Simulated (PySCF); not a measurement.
Functional benchmark on one molecule

Molecule: Phosphorus pentafluoride (SMILES F[P@TB1](F)(F)(F)F).

Atom-mapped SMILES (the numbers label the heavy atoms): `[F:1][P@TB1:2]([F:3])([F:4])([F:5])[F:6]`.

Geometry PBE0-D3(BJ)/def2-SVP throughout; GIAO in PySCF 2.14.0 with density-fitted response routines, gas phase, one conformer, non-relativistic; equivalent atoms averaged; basis pcSseg-2.

Reference values (measured; NMR Tables: representative 31P chemical shifts referenced to 85 % H3PO4 (instrument maker's almanac)): δ(P2) = -80.3 ppm vs 85 % H3PO4. Computed shifts are taken against H3PO4, calculated as an isolated molecule at each level.

Question: How do the functionals WP04, B97-2, BHandHLYP, CAM-B3LYP, wB97X-D, LC-wPBE perform against the reference? Times are CPU seconds on 1 thread of an Arm Neoverse V1, shared host.

Answer: 
```
functional                    kind     P2  abs. error P  core-s
      WP04           global hybrid  -68.3          12.0      15
     B97-2           global hybrid  -67.8          12.5      15
 BHandHLYP           global hybrid  -81.3           1.0      14
 CAM-B3LYP  range-separated hybrid  -71.6           8.7      20
   wB97X-D  range-separated hybrid  -68.6          11.7      20
   LC-wPBE  range-separated hybrid  -68.4          11.9      25
```

For 31P the closest is BHandHLYP (1.0 ppm) and the furthest B97-2 (12.5 ppm). One molecule is a small sample, and vibrational and solvent effects are absent from the calculation.
